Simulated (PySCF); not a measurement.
# SiH2F2 (SMILES F[SiH2]F) at 5 levels

Aim: a comparison of 5 runs (B3LYP/6-31G*, M06-L/aug-cc-pVDZ, TPSS/aug-cc-pVDZ, wB97M-V/aug-cc-pVDZ, SCS-MP2/aug-cc-pVDZ) of SiH2F2. 

The calculation is run with PySCF 2.14.0.

1 further run of the same task is left out (set aside as unsound or not needed).

### 1 The molecule

SiH2F2 has 5 atoms, charge 0, and is taken as a singlet. SMILES: `F[SiH2]F`. The coordinates come from a PBE0-D4/def2-TZVP relaxation.

Bond lengths: F1–Si2 1.586 Å, Si2–F3 1.586 Å, Si2–H4 1.474 Å, Si2–H5 1.474 Å. Angles: F1–Si2–F3 108.0°, F1–Si2–H4 108.5°, F1–Si2–H5 108.5°, F3–Si2–H4 108.5°, F3–Si2–H5 108.5°, H4–Si2–H5 114.6°.

### 2 The energy at B3LYP/6-31G(d) (spherical functions) (run 1)

run.py reads:

```python
# F[SiH2]F
from pyscf import gto, dft

molecule = gto.Mole()
molecule.atom = '''
F       -1.079010       0.538200       0.980720
Si      -0.005220      -0.000540      -0.054090
F        1.247630      -0.520590       0.766910
H       -0.590470      -1.138740      -0.786300
H        0.427070       1.121680      -0.907250
'''
molecule.basis = '6-31g*'
molecule.max_memory = 1860
molecule.verbose = 4
molecule.charge = 0
molecule.build()

mf = dft.RKS(molecule, xc='b3lyp')
mf.conv_tol = 1e-10
mf.grids.level = 5
mf.kernel()
if not mf.converged:
    mf = mf.newton().run(mf.mo_coeff, mf.mo_occ)

energy = mf.e_tot
print('E = %.10f Eh' % energy)
```

Command:

```sh
$ OMP_NUM_THREADS=1 python run.py
```

Output:

```text
PySCF version 2.14.0

[... 69 lines left out ...]
converged SCF energy = -490.484847341526
E = -490.4848473415 Eh
```

Run time: 4.8 s. Hardware: 1 thread of Arm Neoverse V2, shared host; peak memory 0.28 GiB.

### 3 The energy at M06-L/aug-cc-pVDZ (run 2)

geometry.xyz reads:

```xyz
5
F2H2Si
F     -1.079010     0.538200     0.980720
Si    -0.005220    -0.000540    -0.054090
F      1.247630    -0.520590     0.766910
H     -0.590470    -1.138740    -0.786300
H      0.427070     1.121680    -0.907250
```

input.py reads:

```python
from pyscf import gto, dft

molecule = gto.M(
    atom='geometry.xyz',
    spin=0,
    max_memory=1860,
    basis='aug-cc-pvdz',
    charge=0,
    verbose=3,
)

ks = dft.RKS(molecule)
ks.xc = 'm06-l'
ks.grids.level = 5
ks.conv_tol = 1e-10
ks.kernel()
if not ks.converged:
    ks = ks.newton().run(ks.mo_coeff, ks.mo_occ)

etot = ks.e_tot
print('E(%s) = %.9f' % ('M06-L', etot))
```

Command:

```sh
$ OMP_NUM_THREADS=1 python input.py
```

Output:

```text
converged SCF energy = -490.485060183024
E(M06-L) = -490.485060183
```

It took 22 s on 1 thread of Arm Neoverse V2, shared host; peak memory 0.5 GiB.

Runs 3 to 4 aren't shown in full; the table further down has their settings and results.

### 4 The energy at SCS-MP2/aug-cc-pVDZ (run 5)

job.py reads:

```python
from pyscf import gto, scf, mp

mol = gto.M(
    atom='''
F       -1.079010       0.538200       0.980720
Si      -0.005220      -0.000540      -0.054090
F        1.247630      -0.520590       0.766910
H       -0.590470      -1.138740      -0.786300
H        0.427070       1.121680      -0.907250
''',
    basis='aug-cc-pvdz',
    spin=0,
    verbose=3,
    charge=0,
    max_memory=1860,
)

hf = scf.RHF(mol)
hf.conv_tol = 1e-10
hf.kernel()
if not hf.converged:
    hf = hf.newton().run(hf.mo_coeff, hf.mo_occ)

pt = mp.MP2(hf, frozen=7).run()
etot = hf.e_tot + 1.2 * pt.e_corr_os + pt.e_corr_ss / 3
print('E = %.10f Eh' % etot)
```

Command:

```sh
$ OMP_NUM_THREADS=1 python job.py
```

Output:

```text
converged SCF energy = -489.117432657501
E(RMP2) = -489.629895627217  E_corr = -0.512462969715312
E(SCS-RMP2) = -489.618707375326  E_corr = -0.501274717824493
E = -489.6187073753 Eh
```

Wall time 1.5 s (1 thread of Arm Neoverse V2, shared host); peak memory 0.21 GiB.

### 5 Overview of the runs

```csv
run,level,nlc grid,integration grid,energy (Eh),dipole moment (D) of the reference,HOMO energy (eV),LUMO energy (eV),wall time
1,B3LYP/6-31G* (spherical functions),–,5,-490.484847,1.41,-9.46,0.67,4.8 s
2,M06-L/aug-cc-pVDZ,–,5,-490.485060,1.56,-8.70,-0.16,22 s
3,TPSS/aug-cc-pVDZ,–,5,-490.547197,1.45,-8.64,-0.63,20 s
4,wB97M-V/aug-cc-pVDZ,1,5,-490.440292,1.57,-12.17,0.66,41 s
5,SCS-MP2/aug-cc-pVDZ,–,–,-489.618707,1.78,-13.61,1.20,1.5 s
```

### 6 Outcome

| quantity | value |
| --- | --- |
| run 5: total energy | -489.61871 Eh |
| run 5: dipole moment (Hartree–Fock density) | 1.78 D |
| run 5: HOMO energy (Hartree–Fock orbitals) | -13.61 eV |
| run 5: LUMO energy (Hartree–Fock orbitals) | 1.20 eV |
| run 5: HOMO–LUMO gap (Hartree–Fock orbitals) | 14.81 eV |
| run 5: correlation energy (7 core orbitals frozen) | -501.3 mEh |

**Reading.** Over runs 1, 2, 3, 4 the dipole moment (its size) runs from 1.41 D (B3LYP/6-31G*) to 1.57 D (wB97M-V/aug-cc-pVDZ). The two ends differ in method and basis. Over runs 1, 2, 3, 4 the HOMO–LUMO gap runs from 8.01 eV (TPSS/aug-cc-pVDZ) to 12.84 eV (wB97M-V/aug-cc-pVDZ). Totals of different functionals can't be ranked against each other. All runs together took 90 s, the longest 41 s.
